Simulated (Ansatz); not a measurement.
# A barrier at the coupled-cluster level

Start structure (MgH$_{3}$ClO, singlet), relaxed at PBE0-D4/def2-TZVP:

```xyz
6
angstrom
Mg -0.5464 -0.2651 -0.4096
O -0.0650 -0.8619 1.1962
Cl -1.3188 0.2870 -2.3781
H 1.1498 1.0049 0.1926
H 1.0291 1.3336 -0.4781
H -0.2488 -1.4985 1.8769
```

The step: MgHClO ([OH][Mg][Cl]) + H₂ → MgHCl ([MgH][Cl]) + H₂O (still joined by a long Mg–O bond); bonds formed: Mg1–H5, O2–H4; bonds broken: H4–H5; bonds weakened to dative contacts: Mg1–O2. Ansatz 0.2.0; basis: def2-TZVPP and def2-QZVPP; cores frozen in the correlated methods. The outer core shell of Li, Na, Mg and K is correlated. The def2 sets are not built for correlating such inner shells, so the correlated values are less sure here. Extrapolation: Hartree–Fock as exp(−7.88 √X), correlation as X^−2.97. Energies below are by CCSD(T) at an estimated basis limit (MP2 extrapolated from triple and quadruple zeta, plus CCSD(T) − MP2 in triple zeta).

Problem. What are the electronic barrier and the energy of the step, from the start structure to the end structure? (An estimate is asked for; the value comes from the calculation.)

Solution. The calculation gives: Barrier 0.820 eV; step energy 0.260 eV (uphill); reverse barrier, their difference, 0.560 eV. Barrier and step energy count from the start structure, the reverse barrier from the end structure.

The saddle point: One imaginary mode of 1100i cm⁻¹.
| pair | start (Å) | saddle (Å) | end (Å) |
| --- | --- | --- | --- |
| Mg1–H5 | 2.25 | 1.88 | 1.70 |
| O2–H4 | 2.44 | 1.20 | 0.96 |
| Mg1–O2 | 1.78 | 1.90 | 2.06 |
| H4–H5 | 0.76 | 1.07 | 3.60 |

Zero-point energy (harmonic, PBE0-D4): ZPE is 0.757 eV at the start and 0.732 eV at the saddle, so the barrier goes from 0.820 to 0.795 eV.

The T1 diagnostic stays at or below 0.011.

Labels in which every atom is bracketed show which atoms are joined, not bond orders.

For scale, one of the runs: CCSD(T)/def2-TZVPP, 147 basis functions, launched by `ansatz run in.yaml --threads 2 --pin off --events-out ev --progress --plain --max-ram 4352MiB`. The run took 25 s on 2 CPU threads of an Arm Neoverse V1 (shared host), with 1 GiB of host memory at its peak.
